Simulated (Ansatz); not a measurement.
Total energies of `COC(F)CF`.

Z-matrix (Å, degrees):
```
C
O 1 1.414
H 1 1.096 2 110.7
H 1 1.093 2 111.2 3 -121.7
H 1 1.089 2 106.8 3 118.9
C 2 1.365 1 114.2 3 56.6
C 6 1.508 2 107.6 1 -172.7
F 6 1.383 2 110.6 1 68.3
H 6 1.100 2 112.3 1 -49.4
F 7 1.374 6 109.6 2 174.8
H 7 1.093 6 109.5 2 -65.5
H 7 1.093 6 109.5 2 55.2
```

Charge 0, multiplicity 1. The structure was optimised at the PBE0-D4/def2-TZVP level. It is one conformer, not always the lowest. Basis def2-TZVPP, the Gaussian-basis code of Ansatz.

RPA on PBE orbitals: Hartree–Fock energy of these orbitals -390.91893 Eh, correlation -1.94549 Eh (frozen core).

```csv
functional,kind,energy without D4 (Eh),D4 term (kJ/mol)
LDA (SPW92),LDA,-390.08695,–
PBE,GGA,-392.56221,-18.1
revPBE,GGA,-392.85793,-66.3
BLYP,GGA,-392.90143,-41.0
r2SCAN,meta-GGA,-392.79909,-4.7
B97M-V,meta-GGA with VV10,-392.89497,–
PBE0,"global hybrid, 25 % exact exchange",-392.57756,-15.1
B3LYP,"global hybrid, 20 %",-392.99678,-28.7
r2SCANh,"meta-GGA hybrid, 10 %",-392.77882,-4.9
r2SCAN0,"meta-GGA hybrid, 25 %",-392.74993,-5.3
HSE06 (plane-wave form),screened hybrid,-392.55930,-13.8
BHLYP,"global hybrid, 50 %",-392.80697,-19.0
CAM-B3LYP,range-separated hybrid,-392.86097,-14.9
LC-ωPBE,long-range corrected hybrid,-392.76978,–
ωB97X-V,range-separated hybrid GGA with VV10,-392.86743,–
ωB97M-V,range-separated hybrid meta-GGA with VV10,-392.86030,–
B2PLYP,double hybrid,-392.72677,–
PBE-QIDH,double hybrid,-392.52694,–
```

B3LYP takes the VWN-RPA correlation (the form of Gaussian; ORCA's B3LYP/G). HSE06 is the plane-wave form, built on full-range PBE exchange. The double hybrids freeze the cores in their second-order part.

LC-ωPBE has ω = 0.4 bohr⁻¹.
